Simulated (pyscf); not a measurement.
# Routes from `[F][SiH3]` + `[OH][SiH3]`

Candidate steps break at most two bonds and form at most two. Each was searched with GFN2-xTB (tblite) first. Single points on ωB97X-D3(BJ)/def2-SVP structures (PySCF, gas phase). Energies: ωB97M-D3(BJ)/def2-TZVP, kcal/mol, from the separated reactants, singlet surface; ΔG‡ with ideal gas, 1 atm, RRHO with modes under 100 cm⁻¹ raised to 100, one conformer, R ln 2 for chiral ones without a mode under 150 cm⁻¹.

```json
[
 {"products": "H₃Si–O–SiH₃ + HF", "type": "four-centre exchange", "ΔE‡": "24.4", "ΔE": "+6.5", "ΔG‡ 298 K": "34.6", "ΔG‡ 900 K": "56.7", "ν‡ (cm⁻¹)": "626i"},
 {"products": "F–SiH₂–O–SiH₃ + H₂", "type": "four-centre exchange", "ΔE‡": "26.7", "ΔE": "-26.2", "ΔG‡ 298 K": "36.4", "ΔG‡ 900 K": "58.8", "ν‡ (cm⁻¹)": "1301i"}
]
```

Row 1: On the reactant side the descent ends in a complex (not fully relaxed), 4.1 kcal/mol under the separated species and 27.5 kcal/mol under the saddle at ωB97X-D3(BJ)/def2-TZVP. On the product side the descent ends in a complex, 5.9 kcal/mol under the separated species and 24.3 kcal/mol under the saddle at ωB97X-D3(BJ)/def2-TZVP. 

Plain bond fissions and candidates not yet searched are not listed, and one of them may be faster. Each barrier is that of the saddle found; lower ones may exist.
